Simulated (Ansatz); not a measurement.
Ideal-gas functions of C2H5NS, SMILES `C=NCS` at 500 K and 1 bar, from an Ansatz frequency run at PBE0-D4/def2-TZVP.

Molar mass 75.14 g/mol, point group C1 (symmetry number 1), electronic degeneracy 1, moments of inertia 23.677, 166.269, 170.945 u Å². Harmonic wavenumbers (cm⁻¹, unscaled): 107, 209, 337, 457, 663, 760, 858, 993, 1056, 1074, 1203, 1255, 1308, 1469, 1492, 1756, 2712, 3004, 3014, 3113, 3160.

Use S(trans) = R[1.5 ln M + 2.5 ln T − 1.1517]; rotational temperatures θ = 24.2544 K / I; S(rot) = R[ln(√π/σ · √(T³/θAθBθC)) + 1.5]; for each mode x = 1.438777 ν̃/T, S = R[x/(eˣ − 1) − ln(1 − e⁻ˣ)] and H = RT x/(eˣ − 1); 1 cm⁻¹ = 0.0119627 kJ/mol; R = 8.31446 J/(mol·K).

Problem. By hand: the entropy, in J/(mol·K).

Solution. Translation 173.5. Rotation: θ = 1.0244, 0.1459, 0.1419 K, giving 110.8. Vibration, mode by mode: 18.14, 12.67, 8.89, 6.61, 4.10, 3.29, 2.63, 1.94, 1.68, 1.61, 1.20, 1.06, 0.94, 0.64, 0.61, 0.32, 0.03, 0.01, 0.01, 0.01, 0.01, in all 66.4. Electronic 0.0. Sum 350.7 J/(mol·K).

Problem. By hand: H − E and G − E in kJ/mol, counted from the electronic energy.

Solution. Zero-point energy ½ × 30000 × 0.0119627 = 179.4; thermal vibration 18.4; translation, rotation and pV give 4 RT = 16.6. H − E = 214.4 kJ/mol, and G − E = 214.4 − 500 × 350.7/1000 = 39.1 kJ/mol.

Vibration gives 19 % of the entropy, 18.1 J/(mol·K) of it from the mode under 150 cm⁻¹: soft modes count most, and the harmonic formula is weakest for them. The sum counts one conformer and one mirror image; others add a mixing term.
